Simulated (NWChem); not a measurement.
Correlation energy of dimethyl ether (C2H6O)

SMILES: O(C)C
```xyz
9

C     -1.1611     0.0000    -0.1881
O      0.0000     0.0000     0.5778
C      1.1611     0.0000    -0.1881
H     -1.2330    -0.8952    -0.8395
H     -1.2330     0.8952    -0.8395
H     -2.0215     0.0000     0.4963
H      1.2330    -0.8952    -0.8395
H      2.0215     0.0000     0.4963
H      1.2330     0.8952    -0.8395
```
Charge 0, spin multiplicity 1.

The numbers come from NWChem runs, not from measurements. All single points use one geometry, from PBE0/def2-SVP, a minimum by its harmonic frequencies.

Basis set: cc-pVDZ. Each correlation energy counts from its own Hartree-Fock reference.

The correlated methods keep 3 core orbitals frozen. Coupled-cluster values serve here as a point of comparison, not as the truth.

### Question
For the correlation energy, RI-MP2 gives -478.4 mHa and MP2 gives -478.4 mHa. What do SCS-MP2, CR-CCSD[T], CR-CCSD(T) give?

### Answer
SCS-MP2: -478.0 mHa; CR-CCSD[T]: -528.1 mHa; CR-CCSD(T): -527.7 mHa.
